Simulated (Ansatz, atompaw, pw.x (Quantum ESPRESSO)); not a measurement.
What a changed setting does to a pw.x run (diamond Si)

Potential: PAW, atompaw 4.2.0.5, LDA (PW92); core [Ne], reference 3s2 3p2; waves: 3s (bound): rc 2.00 bohr; 3s channel at 1.55 Ry: rc 1.40 bohr; 3p (bound): rc 2.00 bohr; 3p channel at 0.25 Ry: rc 2.00 bohr; 3d channel at 0.05 Ry: rc 2.00 bohr; local part: bessel scheme, radius 1.94 bohr; core correction: smooth core density matched at 1.00 bohr; augmentation: besselshape compensation charge, radius 1.75 bohr; PAW radius 2.00 bohr; waves and projectors: custom rrkj vanderbiltortho.

The reference run (k-mesh 9³, cutoffs 40/400 Ry, Fermi–Dirac 0.01 Ry, mixing_beta 0.4, conv_thr 1e-9, no spin) gives 0.25 GPa at 19.694 Å³/atom, where all-electron LAPW gives -0.03 GPa. This run, with its own iteration cap, changes tot_charge to 3, a wrong or extreme entry chosen on purpose.

```
&control
  calculation='scf', prefix='x', pseudo_dir='./', outdir='./tmp', tstress=.true., disk_io='none'
/
&system
  ibrav=0, nat=2, ntyp=1, ecutwfc=40, ecutrho=400, nbnd=11,
  occupations='smearing', smearing='fd', degauss=0.01, tot_charge=3
/
&electrons
  conv_thr=1e-09, mixing_beta=0.4, electron_maxstep=70
/
ATOMIC_SPECIES
Si 1.0 Si.UPF
CELL_PARAMETERS angstrom
  0.00000000 2.70050288 2.70050288
  2.70050288 0.00000000 2.70050288
  2.70050288 2.70050288 0.00000000
ATOMIC_POSITIONS crystal
Si 0.0000 0.0000 0.0000
Si 0.2500 0.2500 0.2500
K_POINTS automatic
9 9 9 0 0 0
```

```bash
pw.x < Si.scf.in > Si.scf.out
```

**Question.** How does the run end?

**Answer.** It converges in 7 iterations; the free energy moves by -6.52 eV/atom and the pressure by -112.93 GPa. The cell is charged against a uniform background, so energy and pressure depend on the zero of the potential and are not those of the crystal.

```
Message from routine setup:
     using ibrav=0 with symmetry is DISCOURAGED, use correct ibrav instead
     lattice parameter (alat)  =       7.2170  a.u.
     unit-cell volume          =     265.8034 (a.u.)^3
     number of electrons       =         5.00
     number of Kohn-Sham states=           11
     kinetic-energy cutoff     =      40.0000  Ry
     charge density cutoff     =     400.0000  Ry
     scf convergence threshold =      1.0E-09
     Exchange-correlation= SLA PW NOGX NOGC
     number of k points=    35  Fermi-Dirac smearing, width (Ry)=  0.0100
     negative rho (up, down):  2.137E-02 0.000E+00
     iteration #  1     ecut=    40.00 Ry     beta= 0.40
     negative rho (up, down):  2.631E-02 0.000E+00
     total energy              =     -90.25682635 Ry
     estimated scf accuracy    <       0.05243887 Ry
     iteration #  2     ecut=    40.00 Ry     beta= 0.40
     negative rho (up, down):  3.284E-02 0.000E+00
     total energy              =     -90.25146952 Ry
     estimated scf accuracy    <       0.01612005 Ry
     iteration #  3     ecut=    40.00 Ry     beta= 0.40
     negative rho (up, down):  3.307E-02 0.000E+00
     total energy              =     -90.25207079 Ry
     estimated scf accuracy    <       0.00002470 Ry
     iteration #  4     ecut=    40.00 Ry     beta= 0.40
     negative rho (up, down):  3.311E-02 0.000E+00
     total energy              =     -90.25208183 Ry
     estimated scf accuracy    <       0.00000331 Ry
     iteration #  5     ecut=    40.00 Ry     beta= 0.40
     negative rho (up, down):  3.301E-02 0.000E+00
     total energy              =     -90.25208197 Ry
     estimated scf accuracy    <       0.00000003 Ry
     iteration #  6     ecut=    40.00 Ry     beta= 0.40
     negative rho (up, down):  3.302E-02 0.000E+00
     total energy              =     -90.25208197 Ry
     estimated scf accuracy    <          1.3E-09 Ry
     iteration #  7     ecut=    40.00 Ry     beta= 0.40
     negative rho (up, down):  3.302E-02 0.000E+00
     the Fermi energy is     3.3770 ev
!    total energy              =     -90.25208197 Ry
     estimated scf accuracy    <          1.4E-11 Ry
     smearing contrib. (-TS)   =      -0.00707279 Ry
     convergence has been achieved in   7 iterations
     negative rho (up, down):  3.302E-02 0.000E+00
          total   stress  (Ry/bohr**3)                   (kbar)     P=    -1126.81
     Message from routine punch:
     Nothing written, as per user request (disk_io='none')
```

The run took about 7.5 s on one core of a shared host (Intel(R) Xeon(R) Platinum 8488C, 192 threads, 1488 GiB, load 70).
